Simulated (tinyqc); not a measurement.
Geometry optimisation on the RHF/sto-6g surface (energies and gradients from PySCF), for HF, spin multiplicity 1, step by step. Computed by tinyqc, a small Python program that keeps every step (integrals from PySCF). Settings: charge = 0, multiplicity = 1, basis = sto-6g, optimiser = bfgs, first Hessian = 0.6, largest step = 0.5, iteration cap = 30. Command: `OMP_NUM_THREADS=1 python tinyqc.py 22432 22433 out.jsonl` (the two numbers bound the seeds that draw the settings). One thread of a shared host (Intel(R) Xeon(R) Processor @ 2.60GHz), about 0.5 s of CPU time with the checks.

## Step 1: energy and gradient

positions at the start (bohr), order 1F, 2H:
$$\begin{pmatrix}
0.00000 & 0.00000 & 0.00000 \\
0.00000 & 0.00000 & 1.75934
\end{pmatrix}$$

Self-consistent energy and analytic gradient at these positions.

energy = -99.5010193 hartree

gradient (hartree/bohr), order 1F, 2H:
$$\begin{pmatrix}
0.0000000 & 0.0000000 & 0.0328859 \\
0.0000000 & 0.0000000 & -0.0328859
\end{pmatrix}$$

## Step 1: move

Quasi-Newton step p = -H^(-1) g (first H = 0.6 times the unit matrix); steps longer than 0.5 bohr are cut back.

positions after step 1 (bohr), order 1F, 2H:
$$\begin{pmatrix}
0.00000 & 0.00000 & -0.05481 \\
0.00000 & 0.00000 & 1.81414
\end{pmatrix}$$

## Step 2: energy and gradient

As before.

energy = -99.5002809 hartree

gradient (hartree/bohr), order 1F, 2H:
$$\begin{pmatrix}
0.0000000 & 0.0000000 & -0.0421074 \\
0.0000000 & 0.0000000 & 0.0421074
\end{pmatrix}$$

## Step 2: move

inverse Hessian in use (bohr^2/hartree):
$$\begin{pmatrix}
1.66667 & 0.00000 & 0.00000 & 0.00000 & 0.00000 & 0.00000 \\
0.00000 & 1.66667 & 0.00000 & 0.00000 & 0.00000 & 0.00000 \\
0.00000 & 0.00000 & 1.19877 & 0.00000 & 0.00000 & 0.46790 \\
0.00000 & 0.00000 & 0.00000 & 1.66667 & 0.00000 & 0.00000 \\
0.00000 & 0.00000 & 0.00000 & 0.00000 & 1.66667 & 0.00000 \\
0.00000 & 0.00000 & 0.46790 & 0.00000 & 0.00000 & 1.19877
\end{pmatrix}$$

Quasi-Newton step p = -H^(-1) g (the inverse Hessian comes from BFGS updates; coordinates in the order x, y, z of each atom); steps longer than 0.5 bohr are cut back.

positions after step 2 (bohr), order 1F, 2H:
$$\begin{pmatrix}
0.00000 & 0.00000 & -0.02404 \\
0.00000 & 0.00000 & 1.78337
\end{pmatrix}$$

## Step 3: energy and gradient

As before.

energy = -99.5017121 hartree

gradient (hartree/bohr), order 1F, 2H:
$$\begin{pmatrix}
0.0000000 & 0.0000000 & -0.0031608 \\
0.0000000 & 0.0000000 & 0.0031608
\end{pmatrix}$$

## Step 3: move

inverse Hessian in use (bohr^2/hartree):
$$\begin{pmatrix}
1.66667 & 0.00000 & 0.00000 & 0.00000 & 0.00000 & 0.00000 \\
0.00000 & 1.66667 & 0.00000 & 0.00000 & 0.00000 & 0.00000 \\
0.00000 & 0.00000 & 1.22842 & 0.00000 & 0.00000 & 0.43824 \\
0.00000 & 0.00000 & 0.00000 & 1.66667 & 0.00000 & 0.00000 \\
0.00000 & 0.00000 & 0.00000 & 0.00000 & 1.66667 & 0.00000 \\
0.00000 & 0.00000 & 0.43824 & 0.00000 & 0.00000 & 1.22842
\end{pmatrix}$$

As before.

positions after step 3 (bohr), order 1F, 2H:
$$\begin{pmatrix}
0.00000 & 0.00000 & -0.02154 \\
0.00000 & 0.00000 & 1.78087
\end{pmatrix}$$

## Convergence

Stop when the largest gradient component is below 3e-5 hartree/bohr. The inverse Hessian follows the BFGS update with s = step, y = change of gradient.

Course of the optimisation:
```
step  E (hartree)  largest gradient (hartree/bohr)
1     -99.5010193                         3.29e-02
2     -99.5002809                         4.21e-02
3     -99.5017121                         3.16e-03
4     -99.5017192                         3.39e-04
5     -99.5017193                         2.38e-06
```

Final distances (angstrom):
```
pair   distance
2H-1F   0.95405
```

Converged in 5 steps.
